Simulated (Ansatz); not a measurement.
Species, as SMILES: O (H2O).
Atoms: O1, H2, H3. Bonds: O1-H2, O1-H3.

Basis-set convergence of the harmonic zero-point energy at PBE with Ansatz (an electronic-structure program). Each level at its own minimum, finite differences of forces, unscaled; the reference is a large set that could be run, not a limit. Cartesian d functions, on some or all atoms, in 6-31G*, 6-31+G*; all else is spherical. The program fits the integrals of some runs and decomposes those of others, by size. No added dispersion term, no relativity. Reference: the value in aug-cc-pVQZ, 13.02 kcal/mol. Deviations are taken from unrounded values.

```json
[
 {"basis": "6-31G*", "functions": "19", "harmonic zero-point energy (kcal/mol)": "12.95"},
 {"basis": "6-31+G*", "functions": "23", "harmonic zero-point energy (kcal/mol)": "12.91"},
 {"basis": "cc-pVDZ", "functions": "24", "harmonic zero-point energy (kcal/mol)": "12.90"},
 {"basis": "aug-cc-pVDZ", "functions": "41", "harmonic zero-point energy (kcal/mol)": "12.97"},
 {"basis": "def2-SVP", "functions": "24", "harmonic zero-point energy (kcal/mol)": "12.99"},
 {"basis": "def2-SVPD", "functions": "39", "harmonic zero-point energy (kcal/mol)": "13.01"},
 {"basis": "pcseg-1", "functions": "24", "harmonic zero-point energy (kcal/mol)": "12.92"},
 {"basis": "aug-pcseg-1", "functions": "41", "harmonic zero-point energy (kcal/mol)": "12.94"},
 {"basis": "6-311G**", "functions": "30", "harmonic zero-point energy (kcal/mol)": "13.04"},
 {"basis": "6-311+G**", "functions": "34", "harmonic zero-point energy (kcal/mol)": "13.03"},
 {"basis": "def2-TZVP", "functions": "43", "harmonic zero-point energy (kcal/mol)": "12.97"},
 {"basis": "def2-TZVPD", "functions": "58", "harmonic zero-point energy (kcal/mol)": "12.97"},
 {"basis": "cc-pVTZ", "functions": "58", "harmonic zero-point energy (kcal/mol)": "13.02"},
 {"basis": "aug-cc-pVTZ", "functions": "92", "harmonic zero-point energy (kcal/mol)": "12.99"},
 {"basis": "pcseg-2", "functions": "58", "harmonic zero-point energy (kcal/mol)": "13.02"},
 {"basis": "aug-pcseg-2", "functions": "92", "harmonic zero-point energy (kcal/mol)": "13.02"},
 {"basis": "def2-TZVPP", "functions": "59", "harmonic zero-point energy (kcal/mol)": "13.04"},
 {"basis": "def2-TZVPPD", "functions": "74", "harmonic zero-point energy (kcal/mol)": "13.04"},
 {"basis": "cc-pVQZ", "functions": "115", "harmonic zero-point energy (kcal/mol)": "13.03"},
 {"basis": "aug-cc-pVQZ", "functions": "172", "harmonic zero-point energy (kcal/mol)": "13.02"},
 {"basis": "def2-QZVPP", "functions": "117", "harmonic zero-point energy (kcal/mol)": "13.03"},
 {"basis": "def2-QZVPPD", "functions": "132", "harmonic zero-point energy (kcal/mol)": "13.02"}
]
```

What the diffuse functions change, pair by pair:
- 6-31G* to 6-31+G*: 4 more functions, deviation -0.07 to -0.11 kcal/mol
- cc-pVDZ to aug-cc-pVDZ: 17 more functions, deviation -0.11 to -0.04 kcal/mol
- def2-SVP to def2-SVPD: 15 more functions, deviation -0.02 to -0.01 kcal/mol
- pcseg-1 to aug-pcseg-1: 17 more functions, deviation -0.10 to -0.08 kcal/mol
- 6-311G** to 6-311+G**: 4 more functions, deviation 0.03 to 0.01 kcal/mol
- def2-TZVP to def2-TZVPD: 15 more functions, deviation -0.04 to -0.04 kcal/mol
- cc-pVTZ to aug-cc-pVTZ: 34 more functions, deviation 0.01 to -0.02 kcal/mol
- pcseg-2 to aug-pcseg-2: 34 more functions, deviation 0.01 to 0.01 kcal/mol
- def2-TZVPP to def2-TZVPPD: 15 more functions, deviation 0.02 to 0.02 kcal/mol
- cc-pVQZ to aug-cc-pVQZ: 57 more functions, deviation 0.01 to 0.00 kcal/mol
- def2-QZVPP to def2-QZVPPD: 15 more functions, deviation 0.02 to 0.01 kcal/mol

Leaving out the reference's own pair, they bring the value nearer the reference by more than 0.01 kcal/mol in 4 of 10 pairs.
